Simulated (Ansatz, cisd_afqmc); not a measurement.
System: CH₂F₂, charge 0, singlet. CH2F2 (difluoromethane, SMILES FCF).
B3LYP-D3(BJ)/def2-TZVP minimum from Ansatz (a first-principles code):
```xyz
5

C      0.0044     0.0053     0.5043
F     -0.0170     1.1024    -0.3021
F      0.0119    -1.1085    -0.2792
H     -0.9025    -0.0002     1.1113
H      0.9218     0.0234     1.0951
```
Charge 0, spin multiplicity 1.

Total energies in cc-pVTZ, 20 correlated electrons, 3 frozen orbitals. Radicals and triplets start from unrestricted determinants; spin-orbit coupling is neglected. Cores are frozen in correlated methods. No relativity. The Monte Carlo rows (phaseless AFQMC, CISD trial, step 0.005/hartree) carry one-sigma bars that omit the constraint's bias. Outlying blocks are dropped, and bars are widened where a walk drifts. Over all cases where full CI ran beside it in this data, AFQMC minus full CI had a median of +0.1 mEh and passed +0.4 mEh in a tenth of the cases.

```json
[
 {"method": "HF", "program": "Ansatz", "energy (Eh)": "-237.99426", "minus CCSDT(Q) (mEh)": "705.94"},
 {"method": "MP2", "program": "Ansatz", "energy (Eh)": "-238.66783", "minus CCSDT(Q) (mEh)": "32.37"},
 {"method": "CCSD", "program": "Ansatz", "energy (Eh)": "-238.67844", "minus CCSDT(Q) (mEh)": "21.76"},
 {"method": "CCSD(T)", "program": "Ansatz", "energy (Eh)": "-238.69921", "minus CCSDT(Q) (mEh)": "0.99"},
 {"method": "CCSDT(Q)", "program": "Ansatz", "energy (Eh)": "-238.70020", "minus CCSDT(Q) (mEh)": "0.00"},
 {"method": "AFQMC/CISD", "program": "cisd_afqmc", "energy (Eh)": "-238.7000 ± 0.0003", "minus CCSDT(Q) (mEh)": "0.2 ± 0.3"}
]
```

Rough core times of Ansatz's runs on a shared machine: CCSD(T) under 20 s, CCSDT(Q) 30 min.
